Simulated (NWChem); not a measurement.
Lowest excitation of HN2 (+1)

```
N
N 1 1.0928
H 1 1.0444 2 180.00
```
Charge +1, spin multiplicity 1.

The numbers come from NWChem runs, not from measurements. All single points use one geometry, from PBE0/def2-SVP, a minimum by its harmonic frequencies.

Basis set: aug-cc-pVDZ.

```csv
method,lowest vertical singlet excitation energy (eV),relative cost,difference from EOM-CCSD
TD-B3LYP,9.38,under 3,-0.88
TDA-CAM-B3LYP,9.30,4,-0.97
TD-PBE,9.76,under 3,-0.50
CIS,8.49,1,-1.77
EOM-CCSD,10.26,4,0.00
```

The values span 1.77 eV, from CIS (lowest) to EOM-CCSD (highest). Costs are rough ratios of processor time within this set of runs, SCF included, with CIS as 1.

The correlated methods keep 2 core orbitals frozen. B3LYP has NWChem's definition, with VWN1-RPA local correlation. GW and range-separated runs recompute their integrals, the others keep them in memory, which bears on the times. The structure started from a generated list of species. No row is a measurement; the coupled-cluster row has its own basis-set and correlation limits.
